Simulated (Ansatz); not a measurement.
The same path of C3H4FN (9 atoms, charge 0, multiplicity 1) was run twice with different band settings. Lost on the way: C3–H7. Made: N4–H7.

Level of theory: RKS r2SCAN/6-31G (Ansatz 0.2.0).

Relaxed end points:

```xyz
9
Properties=species:S:1:pos:R:3
F -1.566 -0.198 1.138
C -0.405 0.351 0.511
C 0.906 -0.381 0.686
N 1.183 -0.593 -0.580
C -0.190 -0.011 -0.993
H -0.385 1.422 0.745
H 1.526 -0.639 1.538
H -0.124 0.803 -1.718
H -0.858 -0.800 -1.344
```

```xyz
9
Properties=species:S:1:pos:R:3
F -1.893 -0.041 0.943
C -0.610 0.454 0.590
C 0.633 -0.216 1.340
N 1.087 -0.503 0.091
C -0.046 -0.079 -0.767
H -0.624 1.546 0.681
H 1.965 -0.938 -0.170
H 0.198 0.648 -1.551
H -0.620 -0.917 -1.174
```

Common settings: movable images 5; climbing image yes; spring 5.0 eV/Å²; optimiser quadratic models (default); force threshold 0.05 eV/Å; iteration limit 60; end points relaxed.

| run | start path |
| --- | --- |
| 1 | through a guess of the saddle point |
| 2 | straight line |

(1) What does each run give, and how far can it be trusted?

Answers

(1) Run 1: converged after 15 iterations, highest image 3.970 eV above the first end. Neighbouring images differ by up to 1.9 eV, so the band resolves the path poorly. A vibrational analysis at the climbing image gives one clearly imaginary mode, 1713i cm⁻¹: a first-order saddle point.
Run 2: converged after 16 iterations, highest image 3.970 eV above the first end. Neighbouring images differ by up to 1.9 eV, so the band resolves the path poorly. Another band between the same ends (5 images) ends at a top of the same energy, where a vibrational analysis finds 1 clearly imaginary mode.
The orbitals stay closed-shell, which can raise the energy where a bond breaks towards radicals; this wasn't checked here. Limits of this set-up: no polarisation functions.
